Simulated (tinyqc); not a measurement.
RHF in the sto-6g basis, for BH3, spin multiplicity 1, step by step (part 1 of 2). Computed by tinyqc, a small Python program that keeps every step (integrals from PySCF). Settings: charge = 0, multiplicity = 1, basis = sto-6g, energy threshold = 1e-08, iteration cap = 69, orthogonalisation = symmetric, start = atomic densities, DIIS depth = 0, method = RHF. Command: `OMP_NUM_THREADS=1 python tinyqc.py 27930 27931 out.jsonl` (the two numbers bound the seeds that draw the settings). One thread of a shared host (Intel(R) Xeon(R) Processor @ 2.60GHz), about 0.2 s of CPU time with the checks. Later iterations appear only in the table of the cycle.

## One-electron integrals

Geometry (angstrom):
```
atom          x          y         z
B      0.000000   0.000000  0.027000
H      1.304000   0.000000  0.000000
H     -0.652000   1.129000  0.000000
H     -0.652000  -1.129000  0.000000
```

Basis sto-6g: exponents (1/bohr^2) and contraction coefficients of normalised primitives:
```
element  l (shell)    exponent  coefficient
B            s (1)  506.011147     0.009164
B            s (1)   92.776814     0.049362
B            s (1)   25.955658     0.168538
B            s (1)    8.916445     0.370563
B            s (1)    3.462507     0.416492
B            s (1)    1.426054     0.130334
B            s (2)   23.194575    -0.013253
B            s (2)    4.590810    -0.046992
B            s (2)    1.426819    -0.033785
B            s (2)    0.548948     0.250242
B            s (2)    0.238410     0.595117
B            s (2)    0.109280     0.240706
B            p (3)   23.194575     0.003760
B            p (3)    4.590810     0.037679
B            p (3)    1.426819     0.173897
B            p (3)    0.548948     0.418036
B            p (3)    0.238410     0.425859
B            p (3)    0.109280     0.101708
H            s (1)   35.523221     0.009164
H            s (1)    6.513144     0.049361
H            s (1)    1.822143     0.168538
H            s (1)    0.625955     0.370563
H            s (1)    0.243077     0.416492
H            s (1)    0.100112     0.130334
```

Overlap, kinetic and nuclear-attraction integrals over the contracted functions; the nuclear repulsion is the sum of Za Zb / Rab.

nuclear repulsion = 6.78963446 hartree

overlap S, lower triangle:
```
           1B 1s     1B 2s     1B 2px     1B 2py     1B 2pz     2H 1s     3H 1s     4H 1s
1B 1s   1.000000
1B 2s   0.264891  1.000000
1B 2px  0.000000  0.000000   1.000000
1B 2py  0.000000  0.000000   0.000000   1.000000
1B 2pz  0.000000  0.000000   0.000000   0.000000   1.000000
2H 1s   0.053394  0.418994   0.447801   0.000000  -0.009272  1.000000
3H 1s   0.053425  0.419119  -0.223992   0.387863  -0.009276  0.078610  1.000000
4H 1s   0.053425  0.419119  -0.223992  -0.387863  -0.009276  0.078610  0.078669  1.000000
```

kinetic energy T (hartree), lower triangle:
```
            1B 1s     1B 2s     1B 2px     1B 2py     1B 2pz      2H 1s      3H 1s     4H 1s
1B 1s   10.947243
1B 2s   -0.333880  0.374498
1B 2px   0.000000  0.000000   1.125026
1B 2py   0.000000  0.000000   0.000000   1.125026
1B 2pz   0.000000  0.000000   0.000000   0.000000   1.125026
2H 1s   -0.011539  0.062054   0.179189   0.000000  -0.003710   0.768522
3H 1s   -0.011539  0.062108  -0.089666   0.155265  -0.003713  -0.011816   0.768522
4H 1s   -0.011539  0.062108  -0.089666  -0.155265  -0.003713  -0.011816  -0.011819  0.768522
```

nuclear attraction V (hartree), lower triangle:
```
             1B 1s      1B 2s     1B 2px     1B 2py     1B 2pz      2H 1s      3H 1s      4H 1s
1B 1s   -24.609052
1B 2s    -3.066649  -4.939718
1B 2px    0.000010   0.000070  -4.990643
1B 2py    0.000000   0.000000   0.000000  -4.990642
1B 2pz    0.001010   0.008805  -0.000002   0.000000  -4.837387
2H 1s    -0.678936  -1.767268  -1.785813   0.000000   0.038519  -3.718490
3H 1s    -0.679340  -1.767949   0.893374  -1.546935   0.038538  -0.315056  -3.718913
4H 1s    -0.679340  -1.767949   0.893374   1.546935   0.038538  -0.315056  -0.315296  -3.718913
```

core Hamiltonian H = T + V (hartree), lower triangle:
```
             1B 1s      1B 2s     1B 2px     1B 2py     1B 2pz      2H 1s      3H 1s      4H 1s
1B 1s   -13.661809
1B 2s    -3.400529  -4.565220
1B 2px    0.000010   0.000070  -3.865616
1B 2py    0.000000   0.000000   0.000000  -3.865616
1B 2pz    0.001010   0.008805  -0.000002   0.000000  -3.712360
2H 1s    -0.690475  -1.705214  -1.606625   0.000000   0.034809  -2.949968
3H 1s    -0.690879  -1.705842   0.803708  -1.391670   0.034825  -0.326873  -2.950391
4H 1s    -0.690879  -1.705842   0.803708   1.391670   0.034825  -0.326873  -0.327115  -2.950391
```

## Two-electron integrals

Functions are numbered as in S; the eight-fold symmetry (ij|kl) = (ji|kl) = (kl|ij) leaves the list below.

Two-electron integrals (ij|kl) in chemists' order, unique and non-zero (hartree):
```
(11|11) 2.924993    (21|11) 0.480756    (21|21) 0.099484    (22|11) 0.743449
(22|21) 0.188967    (22|22) 0.544922    (31|31) 0.021096    (32|31) 0.030854
(32|32) 0.120443    (33|11) 0.743450    (33|21) 0.188967    (33|22) 0.544922
(33|33) 0.587109    (41|41) 0.021096    (42|41) 0.030854    (42|42) 0.120443
(43|43) 0.031641    (44|11) 0.743450    (44|21) 0.188967    (44|22) 0.544922
(44|33) 0.523827    (44|44) 0.587109    (51|51) 0.021096    (52|51) 0.030854
(52|52) 0.120443    (53|53) 0.031641    (54|54) 0.031641    (55|11) 0.743450
(55|21) 0.188967    (55|22) 0.544922    (55|33) 0.523827    (55|44) 0.523827
(55|55) 0.587109    (61|11) 0.100408    (61|21) 0.020127    (61|22) 0.037904
(61|31) 0.001581    (61|32) 0.003015    (61|33) 0.038316    (61|44) 0.037697
(61|51) -0.000033   (61|52) -0.000062   (61|53) -0.000013   (61|55) 0.037697
(61|61) 0.004225    (62|11) 0.240499    (62|21) 0.062171    (62|22) 0.197245
(62|31) 0.007275    (62|32) 0.042850    (62|33) 0.208436    (62|44) 0.191646
(62|51) -0.000151   (62|52) -0.000887   (62|53) -0.000348   (62|55) 0.191654
(62|61) 0.013358    (62|62) 0.099140    (63|11) 0.227309    (63|21) 0.059592
(63|22) 0.199049    (63|31) 0.012451    (63|32) 0.068838    (63|33) 0.219944
(63|44) 0.188598    (63|51) -0.000123   (63|52) -0.000813   (63|53) -0.000483
(63|55) 0.188604    (63|61) 0.013458    (63|62) 0.117021    (63|63) 0.146098
(64|41) 0.006507    (64|42) 0.029580    (64|43) 0.008013    (64|54) -0.000166
(64|64) 0.010844    (65|11) -0.004707   (65|21) -0.001234   (65|22) -0.004121
(65|31) -0.000123   (65|32) -0.000813   (65|33) -0.004222   (65|44) -0.003905
(65|51) 0.006510    (65|52) 0.029597    (65|53) 0.008019    (65|55) -0.004237
(65|61) -0.000279   (65|62) -0.002423   (65|63) -0.002801   (65|65) 0.010902
(66|11) 0.401663    (66|21) 0.106023    (66|22) 0.379588    (66|31) 0.014945
(66|32) 0.116409    (66|33) 0.424213    (66|44) 0.357262    (66|51) -0.000309
(66|52) -0.002410   (66|53) -0.001386   (66|55) 0.357290    (66|61) 0.023325
(66|62) 0.244998    (66|63) 0.314231    (66|65) -0.006506   (66|66) 0.774999
(71|11) 0.100467    (71|21) 0.020139    (71|22) 0.037926    (71|31) -0.000791
(71|32) -0.001509   (71|33) 0.037874    (71|41) 0.001370    (71|42) 0.002613
(71|43) -0.000268   (71|44) 0.038184    (71|51) -0.000033   (71|52) -0.000062
(71|53) 0.000006    (71|54) -0.000011   (71|55) 0.037719    (71|61) 0.004029
(71|62) 0.012106    (71|63) 0.011326    (71|64) 0.000518    (71|65) -0.000253
(71|66) 0.020509    (71|71) 0.004230    (72|11) 0.240594    (72|21) 0.062195
(72|22) 0.197317    (72|31) -0.003639   (72|32) -0.021436   (72|33) 0.195916
(72|41) 0.006302    (72|42) 0.037118    (72|43) -0.007273   (72|44) 0.204310
(72|51) -0.000151   (72|52) -0.000888   (72|53) 0.000174    (72|54) -0.000301
(72|55) 0.191723    (72|61) 0.012103    (72|62) 0.064936    (72|63) 0.061479
(72|64) 0.007738    (72|65) -0.001551   (72|66) 0.122116    (72|71) 0.013371
(72|72) 0.099203    (73|11) -0.113712   (73|21) -0.029811   (73|22) -0.099572
(73|31) 0.007998    (73|32) 0.039414    (73|33) -0.104278   (73|41) -0.002575
(73|42) -0.017006   (73|43) 0.010260    (73|44) -0.100091   (73|51) 0.000062
(73|52) 0.000407    (73|53) -0.000245   (73|54) 0.000137    (73|55) -0.094347
(73|61) -0.005214   (73|62) -0.024041   (73|63) -0.017487   (73|64) -0.001992
(73|65) 0.000566    (73|66) -0.039897   (73|71) -0.006737   (73|72) -0.058555
(73|73) 0.044696    (74|11) 0.196904    (74|21) 0.051621    (74|22) 0.172419
(74|31) -0.002575   (74|32) -0.017006   (74|33) 0.166685    (74|41) 0.010970
(74|42) 0.059040    (74|43) -0.009756   (74|44) 0.187200    (74|51) -0.000107
(74|52) -0.000704   (74|53) 0.000137    (74|54) -0.000404   (74|55) 0.163371
(74|61) 0.010064    (74|62) 0.057104    (74|63) 0.053942    (74|64) 0.012513
(74|65) -0.001336   (74|66) 0.107883    (74|71) 0.011665    (74|72) 0.101394
(74|73) -0.058603   (74|74) 0.112330    (75|11) -0.004709   (75|21) -0.001235
(75|22) -0.004123   (75|31) 0.000062    (75|32) 0.000407    (75|33) -0.003986
(75|41) -0.000107   (75|42) -0.000704   (75|43) 0.000137    (75|44) -0.004145
(75|51) 0.006513    (75|52) 0.029610    (75|53) -0.004012   (75|54) 0.006947
(75|55) -0.004239   (75|61) -0.000253   (75|62) -0.001551   (75|63) -0.001440
(75|64) -0.000178   (75|65) 0.006443    (75|66) -0.003044   (75|71) -0.000279
(75|72) -0.002425   (75|73) 0.001401    (75|74) -0.002427   (75|75) 0.010911
(76|11) 0.042822    (76|21) 0.011068    (76|22) 0.035647    (76|31) 0.000543
(76|32) 0.003244    (76|33) 0.035995    (76|41) 0.000941    (76|42) 0.005618
(76|43) 0.000294    (76|44) 0.036334    (76|51) -0.000045   (76|52) -0.000269
(76|53) -0.000039   (76|54) -0.000068   (76|55) 0.034610    (76|61) 0.002287
(76|62) 0.015251    (76|63) 0.016717    (76|64) 0.001650    (76|65) -0.000405
(76|66) 0.034153    (76|71) 0.002288    (76|72) 0.015255    (76|73) -0.006932
(76|74) 0.015305    (76|75) -0.000405   (76|76) 0.002979    (77|11) 0.401738
(77|21) 0.106042    (77|22) 0.379643    (77|31) -0.007476   (77|32) -0.058227
(77|33) 0.374060    (77|41) 0.012946    (77|42) 0.100826    (77|43) -0.029000
(77|44) 0.407529    (77|51) -0.000310   (77|52) -0.002411   (77|53) 0.000694
(77|54) -0.001201   (77|55) 0.357341    (77|61) 0.020501    (77|62) 0.122088
(77|63) 0.113360    (77|64) 0.019398    (77|65) -0.003043   (77|66) 0.233990
(77|71) 0.023343    (77|72) 0.245086    (77|73) -0.157193   (77|74) 0.272194
(77|75) -0.006510   (77|76) 0.034153    (77|77) 0.774999    (81|11) 0.100467
(81|21) 0.020139    (81|22) 0.037926    (81|31) -0.000791   (81|32) -0.001509
(81|33) 0.037874    (81|41) -0.001370   (81|42) -0.002613   (81|43) 0.000268
(81|44) 0.038184    (81|51) -0.000033   (81|52) -0.000062   (81|53) 0.000006
(81|54) 0.000011    (81|55) 0.037719    (81|61) 0.004029    (81|62) 0.012106
(81|63) 0.011326    (81|64) -0.000518   (81|65) -0.000253   (81|66) 0.020509
(81|71) 0.004031    (81|72) 0.012111    (81|73) -0.006115   (81|74) 0.009552
(81|75) -0.000253   (81|76) 0.002115    (81|77) 0.020513    (81|81) 0.004230
(82|11) 0.240594    (82|21) 0.062195    (82|22) 0.197317    (82|31) -0.003639
(82|32) -0.021436   (82|33) 0.195916    (82|41) -0.006302   (82|42) -0.037118
(82|43) 0.007273    (82|44) 0.204310    (82|51) -0.000151   (82|52) -0.000888
(82|53) 0.000174    (82|54) 0.000301    (82|55) 0.191723    (82|61) 0.012103
(82|62) 0.064936    (82|63) 0.061479    (82|64) -0.007738   (82|65) -0.001551
(82|66) 0.122116    (82|71) 0.012111    (82|72) 0.064963    (82|73) -0.037462
(82|74) 0.049385    (82|75) -0.001551   (82|76) 0.011039    (82|77) 0.122140
(82|81) 0.013371    (82|82) 0.099203    (83|11) -0.113712   (83|21) -0.029811
(83|22) -0.099572   (83|31) 0.007998    (83|32) 0.039414    (83|33) -0.104278
(83|41) 0.002575    (83|42) 0.017006    (83|43) -0.010260   (83|44) -0.100091
(83|51) 0.000062    (83|52) 0.000407    (83|53) -0.000245   (83|54) -0.000137
(83|55) -0.094347   (83|61) -0.005214   (83|62) -0.024041   (83|63) -0.017487
(83|64) 0.001992    (83|65) 0.000566    (83|66) -0.039897   (83|71) -0.006115
(83|72) -0.037462   (83|73) 0.027531    (83|74) -0.027981   (83|75) 0.000875
(83|76) -0.005038   (83|77) -0.073523   (83|81) -0.006737   (83|82) -0.058555
(83|83) 0.044696    (84|11) -0.196904   (84|21) -0.051621   (84|22) -0.172419
(84|31) 0.002575    (84|32) 0.017006    (84|33) -0.166685   (84|41) 0.010970
(84|42) 0.059040    (84|43) -0.009756   (84|44) -0.187200   (84|51) 0.000107
(84|52) 0.000704    (84|53) -0.000137   (84|54) -0.000404   (84|55) -0.163371
(84|61) -0.010064   (84|62) -0.057104   (84|63) -0.053942   (84|64) 0.012513
(84|65) 0.001336    (84|66) -0.107883   (84|71) -0.009552   (84|72) -0.049385
(84|73) 0.027981    (84|74) -0.032482   (84|75) 0.001159    (84|76) -0.008724
(84|77) -0.088494   (84|81) -0.011665   (84|82) -0.101394   (84|83) 0.058603
(84|84) 0.112330    (85|11) -0.004709   (85|21) -0.001235   (85|22) -0.004123
(85|31) 0.000062    (85|32) 0.000407    (85|33) -0.003986   (85|41) 0.000107
(85|42) 0.000704    (85|43) -0.000137   (85|44) -0.004145   (85|51) 0.006513
(85|52) 0.029610    (85|53) -0.004012   (85|54) -0.006947   (85|55) -0.004239
(85|61) -0.000253   (85|62) -0.001551   (85|63) -0.001440   (85|64) 0.000178
(85|65) 0.006443    (85|66) -0.003044   (85|71) -0.000253   (85|72) -0.001551
(85|73) 0.000875    (85|74) -0.001159   (85|75) 0.006447    (85|76) -0.000285
(85|77) -0.003045   (85|81) -0.000279   (85|82) -0.002425   (85|83) 0.001401
(85|84) 0.002427    (85|85) 0.010911    (86|11) 0.042822    (86|21) 0.011068
(86|22) 0.035647    (86|31) 0.000543    (86|32) 0.003244    (86|33) 0.035995
(86|41) -0.000941   (86|42) -0.005618   (86|43) -0.000294   (86|44) 0.036334
(86|51) -0.000045   (86|52) -0.000269   (86|53) -0.000039   (86|54) 0.000068
(86|55) 0.034610    (86|61) 0.002287    (86|62) 0.015251    (86|63) 0.016717
(86|64) -0.001650   (86|65) -0.000405   (86|66) 0.034153    (86|71) 0.002115
(86|72) 0.011039    (86|73) -0.005038   (86|74) 0.008724    (86|75) -0.000285
(86|76) 0.002296    (86|77) 0.020448    (86|81) 0.002288    (86|82) 0.015255
(86|83) -0.006932   (86|84) -0.015305   (86|85) -0.000405   (86|86) 0.002979
(87|11) 0.042853    (87|21) 0.011076    (87|22) 0.035673    (87|31) -0.001088
(87|32) -0.006494   (87|33) 0.036532    (87|44) 0.035852    (87|51) -0.000045
(87|52) -0.000269   (87|53) 0.000079    (87|55) 0.034635    (87|61) 0.002116
(87|62) 0.011043    (87|63) 0.010079    (87|65) -0.000285   (87|66) 0.020460
(87|71) 0.002290    (87|72) 0.015268    (87|73) -0.009800   (87|74) 0.013665
(87|75) -0.000406   (87|76) 0.002297    (87|77) 0.034182    (87|81) 0.002290
(87|82) 0.015268    (87|83) -0.009800   (87|84) -0.013665   (87|85) -0.000406
(87|86) 0.002297    (87|87) 0.002983    (88|11) 0.401738    (88|21) 0.106042
(88|22) 0.379643    (88|31) -0.007476   (88|32) -0.058227   (88|33) 0.374060
(88|41) -0.012946   (88|42) -0.100826   (88|43) 0.029000    (88|44) 0.407529
(88|51) -0.000310   (88|52) -0.002411   (88|53) 0.000694    (88|54) 0.001201
(88|55) 0.357341    (88|61) 0.020501    (88|62) 0.122088    (88|63) 0.113360
(88|64) -0.019398   (88|65) -0.003043   (88|66) 0.233990    (88|71) 0.020513
(88|72) 0.122140    (88|73) -0.073523   (88|74) 0.088494    (88|75) -0.003045
(88|76) 0.020448    (88|77) 0.234036    (88|81) 0.023343    (88|82) 0.245086
(88|83) -0.157193   (88|84) -0.272194   (88|85) -0.006510   (88|86) 0.034153
(88|87) 0.034182    (88|88) 0.774999
```

## Orthogonalisation

S = U s U^T; symmetric (Loewdin) form X = U s^(-1/2) U^T, so that X^T S X = 1.

eigenvalues of S: 0.319731  0.410736  0.410782  0.958202  1.000725  1.510596  1.510627  1.878602

X, lower triangle:
```
            1B 1s      1B 2s     1B 2px     1B 2py    1B 2pz      2H 1s      3H 1s     4H 1s
1B 1s    1.031472
1B 2s   -0.168519   1.314796
1B 2px   0.000007  -0.000095   1.160259
1B 2py   0.000000   0.000000   0.000000   1.160279
1B 2pz   0.000642  -0.006188   0.000002   0.000000  1.000133
2H 1s    0.023880  -0.280880  -0.303971   0.000000  0.006080   1.199978
3H 1s    0.023883  -0.281024   0.152077  -0.263326  0.006084  -0.013580   1.200121
4H 1s    0.023883  -0.281024   0.152077   0.263326  0.006084  -0.013580  -0.013567  1.200121
```

## Starting guess

The start is atomic minimal-basis densities projected into this basis (PySCF's MINAO start) and scaled to the electron count of each spin; this density is not idempotent, so its energy is not variational and may lie below the converged one.

D at the start, lower triangle:
```
            1B 1s     1B 2s     1B 2px     1B 2py     1B 2pz     2H 1s     3H 1s     4H 1s
1B 1s    2.159750
1B 2s   -0.506641  1.918318
1B 2px  -0.000010  0.000032   0.268324
1B 2py   0.000000  0.000000   0.000000   0.268333
1B 2pz  -0.001065  0.003528   0.000000   0.000000   0.319849
2H 1s   -0.037424  0.142019   0.054548   0.000000  -0.000846  0.944319
3H 1s   -0.037431  0.142037  -0.027274   0.047233  -0.000846  0.019415  0.944301
4H 1s   -0.037431  0.142037  -0.027274  -0.047233  -0.000846  0.019415  0.019430  0.944301
```

## Iteration 1: building the Fock matrix

J_ij = sum D_kl (ij|kl), K_ij = sum D_kl (ik|jl); F = H + J - 0.5 K; E = tr D H + tr D J / 2 - 0.25 tr D K + E_nn.

Coulomb J (hartree), lower triangle:
```
            1B 1s      1B 2s     1B 2px     1B 2py     1B 2pz     2H 1s     3H 1s     4H 1s
1B 1s    9.292942
1B 2s    1.831523   4.230643
1B 2px  -0.000008  -0.000045   4.265280
1B 2py   0.000000   0.000000   0.000000   4.265266
1B 2pz  -0.000904  -0.007236   0.000001   0.000000   4.161380
2H 1s    0.376322   1.555423   1.588361   0.000000  -0.034266  3.182590
3H 1s    0.376545   1.555990  -0.794575   1.375862  -0.034282  0.280282  3.182946
4H 1s    0.376545   1.555990  -0.794575  -1.375862  -0.034282  0.280282  0.280495  3.182946
```

exchange K (hartree), lower triangle:
```
            1B 1s      1B 2s     1B 2px     1B 2py     1B 2pz     2H 1s     3H 1s     4H 1s
1B 1s    6.046591
1B 2s    1.054518   1.628617
1B 2px  -0.000016  -0.000090   0.720708
1B 2py   0.000000   0.000000   0.000000   0.720717
1B 2pz  -0.001013  -0.007666   0.000002   0.000000   0.508178
2H 1s    0.244442   0.773772   0.483156   0.000000  -0.011227  1.080520
3H 1s    0.244586   0.774036  -0.241711   0.418506  -0.011232  0.231095  1.080689
4H 1s    0.244586   0.774036  -0.241711  -0.418506  -0.011232  0.231095  0.231227  1.080689
```

Fock matrix F (hartree), lower triangle:
```
            1B 1s      1B 2s     1B 2px     1B 2py    1B 2pz      2H 1s      3H 1s      4H 1s
1B 1s   -7.392163
1B 2s   -2.096265  -1.148885
1B 2px   0.000010   0.000070   0.039309
1B 2py   0.000000   0.000000   0.000000   0.039292
1B 2pz   0.000613   0.005402  -0.000002   0.000000  0.194931
2H 1s   -0.436374  -0.536678  -0.259841   0.000000  0.006156  -0.307638
3H 1s   -0.436627  -0.536869   0.129989  -0.225061  0.006159  -0.162138  -0.307790
4H 1s   -0.436627  -0.536869   0.129989   0.225061  0.006159  -0.162138  -0.162233  -0.307790
```

total energy of this density = -26.00883076 hartree

This density is the starting one; it is not idempotent, so its energy is not variational and may lie below the converged one.
